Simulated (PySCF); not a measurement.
## Static response to an electric field

Compound: 1-chloro-2,2-difluoroethylene, C₂HClF₂.
Structure used (GFN2-xTB), in Å, numbered top down from 1:
```xyz
6
C2HClF2 angstrom
F     -1.051    1.243    0.627
C     -0.629    0.076    0.177
F     -1.624   -0.801    0.169
C      0.598   -0.222   -0.219
Cl     1.875    0.917   -0.206
H      0.834   -1.213   -0.570
```

Level: PBE0/def2-SVPD (PySCF), static field, nuclei fixed, core orbitals frozen in the response. The polarisability tensor in these axes (au):

```
x   53.50  4.56 -4.75
y    4.56 38.12  1.44
z   -4.75  1.44 30.93
```

Problem. What are the eigenvalues, a third of the trace, and Δα (Δα² = ½Σ(αi − αj)² over the three pairs)?

Solution. Principal values 29.31, 37.76 and 55.48 au; mean 40.85 au = 6.05 Å³ = 6.74 × 10⁻⁴⁰ C²·m²/J; Δα = 23.13 au (57 % of the mean).

Problem. What is the dipole moment, and where does it point?

Solution. (0.30, -0.99, -0.37) D, 1.09 D in size, pointing from the negative to the positive side. Measured along this direction, the outermost atoms are F1 at the negative end and H6 at the positive end.

Problem. Give the eigenvalues of the traceless quadrupole moment Θ = ½Σq(3rr − r²1), origin at the centre of nuclear charge.

Solution. -2.53, 0.07, 2.46 D·Å. The values depend on the origin, since the dipole doesn't vanish. The electronic extent ⟨r²⟩ about the same centre is 547 bohr², a root-mean-square distance of 1.79 Å for the 48 electrons.

Problem. What would n − 1 = 2πNα be for an ideal gas of these molecules at 400 K and 1 atm, electronic part alone?

Solution. N = p/kT = 1.8347 × 10¹⁹ cm⁻³, so n − 1 = 2π × N × 6.05 × 10⁻²⁴ cm³ = 698 × 10⁻⁶ at long wavelengths.

Problem. Estimate the molar refractivity from the static electronic polarisability.

Solution. Lorentz–Lorenz: R = (4π/3)N_A α = 2.5225 cm³/(mol·Å³) × 6.05 Å³ = 15.3 cm³/mol, in the limit of long wavelengths.

Problem. Sum over states: ᾱ = Σ f/ω², ω in Eh. What share falls to these 8 lowest TDDFT singlets (eV, f)? 6.21, 0.0008; 6.89, 0.0014; 7.24, 0.3127; 7.78, 0.0000; 7.84, 0.0003; 8.00, 0.0076; 8.62, 0.0272; 8.75, 0.0223.

Solution. They add up to 5.04 au, 12.3 % of the 40.85 au; the largest single term is 4.42 au, from the state at 7.24 eV. Terms in order: 0.02, 0.02, 4.42, 0.00, 0.00, 0.09, 0.27, 0.22 au. Higher excitations give the rest. The strengths listed sum to 0.372.

Problem. Rayleigh depolarisation ratio (linearly polarised light, static tensor)?

Solution. ρ = 3Δα²/(45ᾱ² + 4Δα²) = 1605.0/(75088 + 2139.9) = 0.0208.

Isolated species at its GFN2-xTB geometry, gas phase.

These values come from a run that also computed excited states. On an x86-64 server with one thread, no GPU, shared host, this took 8.5 s of wall time.
